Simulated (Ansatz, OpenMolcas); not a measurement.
# Worked example: vertical ionisation energy of SiH3 (silyl radical)

SiH3: 4 atoms, total charge 0, spin state doublet. As SMILES, `[SiH3]`. The coordinates come from a PBE0-D4/def2-TZVP relaxation.

Both states at this one shape; open shells run unrestricted unless said. 1 Eh = 27.2114 eV.

```
                                                      level     program  doublet SiH3 (Eh)  singlet [SiH3]+ (Eh)
                                              UM06-2X/6-31G  OpenMolcas        -291.146641           -290.820728
UCCSDT/6-31G* (spherical functions), 5 core orbitals frozen      Ansatz        -290.697755           -290.385583
                          FCI/3-21G, 5 core orbitals frozen      Ansatz        -289.151250           -288.840312
```

Work out the vertical ionisation energy at each level.


1. UM06-2X/6-31G: -290.820728 − (-291.146641) = 0.325913 Eh = 8.87 eV.
2. UCCSDT/6-31G* (spherical functions): -290.385583 − (-290.697755) = 0.312172 Eh = 8.49 eV.
3. FCI/3-21G: -288.840312 − (-289.151250) = 0.310938 Eh = 8.46 eV.

No measured value is set beside it here; the levels span 8.46 to 8.87 eV.
